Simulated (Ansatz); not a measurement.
```yaml
crystal:
  periodic: [false, false, false]
  atoms:
    - {symbol: B, position_ang: [-1.209845, -0.004247, -0.001766]}
    - {symbol: P, position_ang: [0.539753, 0.001895, 0.000788]}
    - {symbol: H, position_ang: [-1.808483, 1.002077, -0.005780]}
    - {symbol: H, position_ang: [-1.801413, -1.014748, 0.000512]}
basis:
  gaussian: {orbitals: def2-TZVP}
hamiltonian: {xc: pbe0}
relax: {f_tol: 0.004, max_steps: 80}
```

```sh
$ ansatz run in.yaml --threads 1 --pin off --events-out ev --progress --plain --max-ram 2176MiB
```

Steps of the relaxation (energy above the last step; positions in Å, forces in eV/Å):

```
4
step 1, 28.1 meV
B    -1.210   -0.004   -0.002    1.095    0.004    0.002
P     0.540    0.002    0.001   -0.350   -0.001   -0.001
H    -1.808    1.002   -0.006   -0.375    0.706   -0.003
H    -1.801   -1.015    0.001   -0.370   -0.709    0.002
```

```
4
step 2, 3.2 meV
B    -1.205   -0.004   -0.002    0.413    0.001    0.001
P     0.538    0.002    0.001   -0.189   -0.001    0.000
H    -1.810    1.024   -0.006   -0.113    0.215   -0.001
H    -1.803   -1.036    0.001   -0.112   -0.215    0.001
```

```
4
step 3, 0.0 meV
B    -1.202   -0.004   -0.002    0.038    0.000    0.000
P     0.535    0.002    0.001   -0.027    0.000    0.000
H    -1.810    1.034   -0.006   -0.006    0.004    0.000
H    -1.803   -1.046    0.001   -0.006   -0.004    0.000
```

```
4
step 4, 0.0 meV
B    -1.201   -0.004   -0.002    0.006    0.000    0.000
P     0.534    0.002    0.001   -0.002    0.000    0.000
H    -1.810    1.034   -0.006   -0.002   -0.001    0.000
H    -1.803   -1.046    0.001   -0.002    0.001    0.000
```

```
4
step 5, 0.0 meV
B    -1.201   -0.004   -0.002    0.001    0.000    0.000
P     0.535    0.002    0.001    0.001    0.000    0.000
H    -1.810    1.034   -0.006   -0.001   -0.001    0.000
H    -1.803   -1.046    0.001   -0.001    0.001    0.000
```

Close pairs at the end: B1–H4 1.204 Å, B1–H3 1.204 Å, B1–P2 1.735 Å.

A stationary point of restricted PBE0 after 5 steps (its stability towards spin polarisation wasn't tested); no frequencies were run, so it isn't proven a minimum. 3.5 s on 1 thread of Intel Xeon 6975P-C, shared host.
